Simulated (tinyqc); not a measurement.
Ways to converge the cycle: SCF convergence aids in the sto-6g basis, for NH3, spin multiplicity 1. Computed by the program tinyqc with PySCF. 

Geometry (angstrom):

| atom | x | y | z |
|---|---|---|---|
| N | 0.0000 | 0.0000 | 0.4490 |
| H | 1.2210 | 0.0000 | 0.0000 |
| H | -0.6110 | 1.0580 | 0.0000 |
| H | -0.6110 | -1.0580 | 0.0000 |

lowest restricted solution found by these runs and by PySCF = -55.843370 hartree

RHF with one setting changed at a time; a run stops when the energy changes by less than 1e-09 hartree and the error matrix is below 1e-5. The start is random orbitals. Damping d keeps d of the old density; a shift (hartree) raises the virtual levels; DIIS n extrapolates F over n matrices.

Largest element of the error matrix X^T (FDS - SDF) X:

| iteration | plain | damping 0.3 | damping 0.6 | shift 0.4 | DIIS 3 | DIIS 8 |
|---|---|---|---|---|---|---|
| 1 | 9.1e+00 | 9.1e+00 | 9.1e+00 | 9.1e+00 | 9.1e+00 | 9.1e+00 |
| 2 | 5.9e-01 | 2.7e+00 | 5.3e+00 | 5.0e-01 | 5.9e-01 | 5.9e-01 |
| 3 | 2.7e-01 | 8.4e-01 | 3.2e+00 | 1.5e-01 | 2.7e-01 | 2.7e-01 |
| 4 | 1.4e-01 | 2.6e-01 | 1.9e+00 | 1.0e-01 | 3.6e-02 | 3.6e-02 |
| 5 | 4.5e-02 | 8.2e-02 | 1.2e+00 | 6.8e-02 | 1.2e-02 | 1.4e-02 |
| 6 | 2.4e-02 | 2.6e-02 | 7.1e-01 | 4.9e-02 | 5.9e-03 | 5.7e-03 |
| 8 | 4.3e-03 | 9.9e-03 | 2.6e-01 | 2.8e-02 | 3.5e-04 | 1.6e-04 |
| 10 | 8.7e-04 | 4.1e-03 | 9.7e-02 | 1.5e-02 | 6.3e-05 | 4.3e-06 |
| 14 | 8.5e-05 | 9.4e-04 | 1.3e-02 | 3.7e-03 | - | - |
| 20 | - | 9.8e-05 | 2.8e-03 | 4.6e-04 | - | - |
| 30 | - | - | 3.5e-04 | 1.4e-05 | - | - |
| 45 | - | - | 1.9e-05 | - | - | - |

How each run ends:

| run | iterations | E (hartree) | state |
|---|---|---|---|
| plain | 18 | -55.84337 | lowest found |
| damping 0.3 | 27 | -55.84337 | lowest found |
| damping 0.6 | 49 | -55.84337 | lowest found |
| shift 0.4 | 32 | -55.84337 | lowest found |
| DIIS 3 | 13 | -55.84337 | lowest found |
| DIIS 8 | 11 | -55.84337 | lowest found |

6 of 6 runs reach the lowest restricted solution found, in 11 to 49 iterations (fastest: DIIS 8). Plain steps already contract here, so damping only slows them. DIIS 3 and DIIS 8 gain by cancelling the error over several earlier matrices, much as a quasi-Newton step does.
